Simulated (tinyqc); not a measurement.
Worked calculation: coupled-perturbed Hartree-Fock on RHF in the sto-3g basis, for CH3-, spin multiplicity 1. The basis has no diffuse functions, so it cannot describe the extra electron: this is an exercise in the method, not the real anion. One step of it, computed by the program tinyqc.

Question. Response to a field: uncoupled start. Field along y; U_ai = -mu_ai / (e_a - e_i), alpha = -4 sum U_ai mu_ai.

orbital energies (hartree): MO1 -10.360892, MO2 -0.424882, MO3 -0.105496, MO4 -0.105274, MO5 0.225877, MO6 1.140734, MO7 1.285671, MO8 1.286260

dipole integrals <a|y|i> (bohr):
```
,i1,i2,i3,i4,i5
a6,0.000000,0.000000,-0.733444,0.000000,0.000000
a7,0.000000,0.000000,0.631122,0.000000,0.000000
a8,0.089101,-0.164386,0.000000,0.631909,0.122702
```

Give: uncoupled U; uncoupled polarisability.

Answer.

uncoupled U:
```
,i1,i2,i3,i4,i5
a6,0.0000,0.0000,0.5885,0.0000,0.0000
a7,0.0000,0.0000,-0.4537,0.0000,0.0000
a8,-0.0077,0.0961,0.0000,-0.4541,-0.1157
```

uncoupled polarisability = 4.1424 bohr^3
